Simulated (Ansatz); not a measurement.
Input file:

```yaml
crystal:
  periodic: [false, false, false]
  atoms:
    - {symbol: Al, position_ang: [0.084376, 0.005225, 1.694098]}
    - {symbol: O, position_ang: [-0.080498, 0.013599, 0.006591]}
    - {symbol: Al, position_ang: [-0.003878, -0.018825, -1.700689]}
basis:
  gaussian: {orbitals: cc-pVDZ}
magnetization: {spin_polarized: false, initial_magnetization: 2}
correlation: {method: bccd_t, electrons: outside_noble_gas}
```

```sh
$ ansatz run in.yaml --threads 1 --pin off --events-out ev --progress --plain --max-ram 2393MiB
```

Output:

```
491 factors; integrals over basis functions are off by at most 5.1e-4 eV
mean field evaluation 1: about -15197.3085 eV, gradient 4.1e1 eV
mean field evaluation 2: about -15197.3142 eV, gradient 4.1e1 eV
mean field evaluation 4: about -15201.1797 eV, gradient 3.6e0 eV
mean field evaluation 8: about -15201.2361 eV, gradient 3.6e-1 eV
mean field evaluation 16: about -15203.3707 eV, gradient 2.5e-3 eV
mean field evaluation 32: about -15201.2374 eV, gradient 1.8e-2 eV
mean field evaluation 64: about -15203.3681 eV, gradient 1.6e-3 eV
mean field evaluation 96: about -15203.3680 eV, gradient 2.9e-1 eV
mean field evaluation 128: about -15203.3686 eV, gradient 1.7e-2 eV
mean field evaluation 160: about -15203.3707 eV, gradient 1.6e-2 eV
...
cycle   3  -7.24504132 eV  change   -1.3e-3 eV  update   1.7e-3
cycle   4  -7.24295798 eV  change    2.1e-3 eV  update   6.2e-4
cycle   5  -7.24283263 eV  change    1.3e-4 eV  update   3.5e-4
cycle   6  -7.24296227 eV  change   -1.3e-4 eV  update   1.8e-4
cycle   7  -7.24290806 eV  change    5.4e-5 eV  update   8.5e-5
cycle   8  -7.24289803 eV  change    1.0e-5 eV  update   4.0e-5
cycle   9  -7.24289878 eV  change   -7.4e-7 eV  update   2.7e-5
cycle  10  -7.24289303 eV  change    5.7e-6 eV  update   2.1e-5
cycle  11  -7.24289517 eV  change   -2.1e-6 eV  update   1.7e-5
cycle  12  -7.24289341 eV  change    1.8e-6 eV  update   9.5e-6
perturbative correction -0.26301814 eV, -0.0096657382 hartree
Total energy: -15210.87659250 eV, -558.9894044720 hartree
```

For the same geometry and basis RCCSDT(Q) lies 81.5 meV lower.

Ran on 1 thread of Arm Neoverse V1, shared host: 23 s wall, 0.2 GiB peak host memory.
